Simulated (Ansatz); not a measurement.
## Ansatz (development build ahead of 0.2.0) run

```yaml
crystal:
  periodic: [false, false, false]
  atoms:
    - { symbol: H, position_ang: [0.0, 0.0, 0.0] }
    - { symbol: Na, position_ang: [0.0, 2.2647, 1.7377] }
    - { symbol: Na, position_ang: [0.0, -2.2647, 1.7377] }
basis:
  gaussian: { orbitals: pcseg-2 }
total_charge: 1
magnetization:
  initial_magnetization: 2
hamiltonian:
  xc: pbe0
```

The input is written out in the form of the current development build from the run's settings.

Output:

```
Converged                       : yes
Total energy                    : -324.68291 hartree
Spin squared of the determinant : 2.000
Stability test                  : minimum among restricted orbitals
```

Caution: other spin multiplicities may lie lower.
